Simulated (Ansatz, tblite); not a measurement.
# The cluster Cu2Sn: rung by rung

The task here is to estimate one member of a computed series from the others.

Method: as each input shows; program: Ansatz 0.2.0, Gaussian basis.

Plan: GFN1-xTB, GFN2-xTB, PBE-D4/def2-TZVP, r2SCAN-D4/def2-TZVP, HF/def2-TZVP, B97M-V/def2-TZVP, ωB97X-V/def2-TZVP, BLYP-D4/def2-TZVP, B3LYP-D4/def2-TZVP, PBE-D4/def2-SVP, PBE0-D4/def2-SVP, PBE0-D4/def2-TZVPD, PBE-D4/def2-TZVPD, r2SCAN-D4/def2-TZVPD, CCSD(T)/def2-TZVPP, MP2/def2-TZVP, RPA/def2-TZVP.

2 further runs of the same task are left out: 1 that didn't finish, 1 set aside as unsound or not needed. Runs told in other sessions of the task aren't counted.

**The geometry**

The singlet was relaxed beforehand with PBE-D4/def2-TZVP. At that level it is the lowest of the isomers that a small search found.

3 atoms, charge 0, spin multiplicity 1.

Bond lengths: Cu1–Cu2 2.556 Å, Cu1–Sn3 2.493 Å, Cu2–Sn3 2.493 Å. Angles: Cu2–Cu1–Sn3 59.2°, Cu1–Cu2–Sn3 59.2°, Cu1–Sn3–Cu2 61.7°.

Sn takes a core potential in the def2 sets. No spin-orbit coupling is included.

PBE0-D4/def2-TZVP was run before; its log isn't repeated, and its numbers join the tables.

Set-up of the first run:

Tight binding, by tblite at 300 K electronic temperature and without a spin-polarisation term:

```python
tblite.interface.Calculator('GFN1-xTB', numbers, positions, charge=0, uhf=0).singlepoint()
```

Tight binding, by tblite at 300 K electronic temperature and without a spin-polarisation term:

```python
tblite.interface.Calculator('GFN2-xTB', numbers, positions, charge=0, uhf=0).singlepoint()
```

start.molden holds the orbitals of an earlier run on this state, given as this run's starting guess.

File in.yaml:

```yaml
crystal:
  periodic: [false, false, false]
  atoms:
    - {symbol: Cu, position_ang: [0.625026, 0.981340, -0.887851]}
    - {symbol: Cu, position_ang: [-0.597341, -1.232009, -0.517021]}
    - {symbol: Sn, position_ang: [-0.027674, 0.250669, 1.404873]}
basis:
  gaussian: {orbitals: def2-TZVP, initial_orbitals: start.molden}
hamiltonian: {xc: pbe, dispersion: d4}
scf: {omitted_lower_state_checks: [starts]}
output: {orbitals: {seedname: orbitals}}
```

On the command line:

```sh
> ansatz run in.yaml --threads 4 --pin off --events-out ev --progress --plain --max-ram 3916MiB
```

Steps of the session up to this table: PBE-D4/def2-TZVP; r2SCAN-D4/def2-TZVP; HF/def2-TZVP; B97M-V/def2-TZVP; ωB97X-V/def2-TZVP; BLYP-D4/def2-TZVP; B3LYP-D4/def2-TZVP; PBE-D4/def2-SVP; PBE0-D4/def2-SVP; PBE0-D4/def2-TZVPD; PBE-D4/def2-TZVPD; r2SCAN-D4/def2-TZVPD; CCSD(T)/def2-TZVPP; MP2/def2-TZVP; RPA/def2-TZVP.

One of the session's tables, all rows but one given; the rest of the session is left out.

It belongs to the step «Binding energy». 

| level | binding an atom (eV) |
| --- | --- |
| HF/def2-TZVP | 0.265 |
| HF/def2-TZVPP | 0.272 |
| PBE-D4/def2-SVP | 1.850 |
| PBE-D4/def2-TZVP | 1.612 |
| PBE-D4/def2-TZVPD | 1.616 |
| BLYP-D4/def2-TZVP | 1.541 |
| r2SCAN-D4/def2-TZVP | 1.539 |
| r2SCAN-D4/def2-TZVPD | 1.542 |
| B97M-V/def2-TZVP | 1.523 |
| B3LYP-D4/def2-TZVP | 1.366 |
| PBE0-D4/def2-SVP | 1.497 |
| PBE0-D4/def2-TZVP | 1.350 |
| PBE0-D4/def2-TZVPD | 1.352 |
| ωB97X-V/def2-TZVP | 1.319 |
| RPA/def2-TZVP | ? |
| MP2/def2-TZVP | 1.279 |
| CCSD/def2-TZVPP | 1.132 |
| CCSD(T)/def2-TZVPP | 1.306 |

Q: Estimate the row for RPA/def2-TZVP from the others.

The run gave: binding an atom (eV): 1.129. In the column «binding an atom (eV)» it lies between HF/def2-TZVPP (0.272) and CCSD/def2-TZVPP (1.132).

To keep in mind: Free atoms were run apart at each level; binding is atoms less cluster, divided by the number of atoms, without zero-point or spin-orbit terms.
